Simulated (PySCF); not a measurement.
# Shieldings and the share of exact exchange

Molecule: butyric acid (OC(CCC)=O, C$_{4}$H$_{8}$O$_{2}$).

Bonds (- single, = double, # triple, : aromatic): C1-C2 1.519 Å, C2-C3 1.518 Å, C3-C4 1.504 Å, C4=O5 1.203 Å, C4-O6 1.342 Å. C1 carries H7, H8, H9; C2 carries H10, H11; C3 carries H12, H13; O6 carries H14.

GIAO shieldings (ppm, equivalent atoms averaged) in PySCF on the PBE0-D3(BJ)/def2-SVP geometry, basis pcSseg-1, gas phase, non-relativistic:

```csv
functional,exact exchange (%),σ(O6)
BLYP,0,108.3
BP86,0,111.2
PBE,0,110.7
B3LYP,20,118.5
PBE0,25,123.0
mPW1PW91,25,122.3
HF,100,153.9
```

(1) Fit each shielding as a line in the percentage of exact exchange.

(2) What does the line predict for BHandHLYP (50 %), and what does the run give?

Answers

(1) σ(O6) = 110.5 + 0.44 x (rms 1.1 ppm). The functionals also differ in their semilocal parts, which the line can't hold; Hartree–Fock has no correlation at all.

(2) σ(O6): 132.5 predicted, 132.9 computed ppm.
